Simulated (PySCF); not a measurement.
1-methylcyclopropene, C4H6.
Geometry (GFN2-xTB, Å), atoms numbered from 1 in this order:
```
atom  x, y, z in Å
C1    -1.4656    0.1975   -0.0715
C2    -0.0006    0.1629   -0.0746
C3     1.1679    0.6752   -0.3172
C4     1.1734   -0.6984    0.2939
H5    -1.8584   -0.6344   -0.6576
H6    -1.8326    1.1339   -0.4888
H7    -1.8378    0.0895    0.9482
H8     1.7895    1.4583   -0.6736
H9     1.4262   -1.5583   -0.3189
H10    1.4468   -0.8215    1.3374
```

PySCF, density fitting, gas phase, GFN2-xTB geometry. The standard run uses grid level 2 after a coarse-grid start, the def2-universal JK fitting basis (with tight functions added where the orbital basis needs them), an energy threshold of 1e-9 Eh and DIIS. Cycle counts include a coarse-grid stage where the run had one.

**Question.** Standard PBE0/pcSseg-1: E = -155.730297 Eh, HOMO -6.823 eV, LUMO 0.553 eV, dipole 0.913 D, 12 cycles (coarse-grid cycles included). What changes at PBE0/pcSseg-1 with: grid level 3?

**Answer.** E = -155.730298 Eh (-0.001 mEh), HOMO -6.823 eV (0.000), LUMO 0.553 eV (0.000), dipole 0.913 D (0.000), 12 SCF cycles. The result matches the standard run within 0.02 mEh and 0.003 eV.

The cycles:
```
cycle   1  E = -155.6778835856  dE =  5.397e-01  |g| = 3.123e-01  |ddm| = 2.781e+00
cycle   2  E = -155.6799675446  dE = -2.084e-03  |g| = 3.130e-01  |ddm| = 6.778e-01
cycle   3  E = -155.7057081027  dE = -2.574e-02  |g| = 2.115e-02  |ddm| = 3.664e-01
cycle   4  E = -155.7057652906  dE = -5.719e-05  |g| = 1.366e-02  |ddm| = 2.975e-02
cycle   5  E = -155.7058063617  dE = -4.107e-05  |g| = 4.525e-03  |ddm| = 1.640e-02
cycle   6  E = -155.7058106111  dE = -4.249e-06  |g| = 1.867e-03  |ddm| = 4.694e-03
cycle   7  E = -155.7302834206  dE = -1.618e-05  |g| = 7.330e-03  |ddm| = 2.521e-02
cycle   8  E = -155.7302710029  dE =  1.242e-05  |g| = 1.021e-02  |ddm| = 1.540e-02
cycle   9  E = -155.7302967119  dE = -2.571e-05  |g| = 2.010e-03  |ddm| = 9.184e-03
cycle  10  E = -155.7302977094  dE = -9.975e-07  |g| = 9.509e-05  |ddm| = 2.067e-03
cycle  11  E = -155.7302977107  dE = -1.374e-09  |g| = 5.851e-05  |ddm| = 1.769e-04
cycle  12  E = -155.7302977116  dE = -8.130e-10  |g| = 9.559e-06  |ddm| = 5.415e-05
```
